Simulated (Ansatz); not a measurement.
# BFH5N: the cost of one run

All numbers below are computed with Ansatz 0.2.0 (RKS PBE0/def2-TZVP).

## (1) Starting point

Bond lengths: N2–H3 1.060 Å, N2–H4 1.060 Å, B1–H5 1.190 Å, B1–H6 1.190 Å, B1–F7 1.620 Å, N2–H8 1.148 Å. Angles: H3–N2–H4 120.0°, H3–N2–H8 107.5°, H4–N2–H8 91.6°, H5–B1–H6 120.0°, H5–B1–F7 105.4°, H6–B1–F7 92.8°.

Structure file:

```xyz
8

B     0.0000    0.0000    0.0000
N     0.0000    0.0000    1.9000
H    -0.8770   -0.2713    2.4300
H     0.8770    0.2713    2.4300
H     1.0305    0.0000   -0.5950
H    -1.0305    0.0000   -0.5950
F    -0.2026    1.5239    0.5108
H    -0.1429    1.0745    1.5229
```

## (2) Pulling towards end A

Springs on the bonds that form and break draw the guess towards this end; the thresholds are loose.

input.yaml reads:

```yaml
crystal:
  periodic: [false, false, false]
  atoms:
    - { symbol: B, position_ang: [0.0, 0.0, 0.0] }
    - { symbol: "N", position_ang: [0.0, 0.0, 1.9] }
    - { symbol: H, position_ang: [-0.877, -0.2713, 2.43] }
    - { symbol: H, position_ang: [0.877, 0.2713, 2.43] }
    - { symbol: H, position_ang: [1.0305, 0.0, -0.595] }
    - { symbol: H, position_ang: [-1.0305, 0.0, -0.595] }
    - { symbol: F, position_ang: [-0.2026, 1.5239, 0.5108] }
    - { symbol: H, position_ang: [-0.1429, 1.0745, 1.5229] }
basis:
  gaussian: { orbitals: def2-TZVP }
hamiltonian:
  xc: pbe0
relax:
  f_tol: 0.15
  max_steps: 25
  restrain:
    - { distance: [0, 6], at: 2.52, k: 30.0 }
    - { distance: [7, 1], at: 2.26, k: 30.0 }
    - { distance: [0, 1], at: 1.55, k: 30.0 }
    - { distance: [7, 6], at: 0.92, k: 30.0 }
output:
  orbitals: {}
```

Started as:

```
> ansatz run input.yaml --threads 4 --pin off --max-ram 5120MiB --backend cpu --events-out ev --progress --plain --runs-dir out
```

What time and memory should one allow on 4 threads of Intel Xeon Platinum 8259CL at 2.50GHz (Skylake/Cascade Lake), shared host?

About 9.9 s, with a peak of 0.21 GiB.
